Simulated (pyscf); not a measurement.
A first-order saddle from PySCF, ωB97X-D3(BJ)/def2-SVP:

```
B
O 1 1.3571
H 2 0.9644 1 113.81
O 1 1.3594 2 127.20 3 0.04
H 1 1.2130 2 119.27 3 -179.97
H 4 1.2801 1 111.70 5 179.93
H 6 0.8778 4 167.10 1 -0.30
```
Charge 0, spin multiplicity 2.

Surface: doublet, charge 0. Lowest wavenumbers (cm⁻¹): 1319i, 264, 335, 542, 575.

Q: Which two sides does it connect, and which bonds change?

A: HO–BH–OH + H• ⇌ •O–BH–OH + H₂, a hydrogen abstraction read from left to right: H–O broken and H–H formed. At ωB97M-D3(BJ)/def2-TZVP it lies +0.80 eV from the left side and +0.35 eV from the right (each side as separated species at their lowest minima found). •O–BH–OH lies 0.22 eV over its isomer [HO–B–OH]• (electronic energy, ωB97M-D3(BJ)/def2-TZVP). This is the saddle that the search found; another between the same sides may lie lower. The angle at the transferred H is 167°.
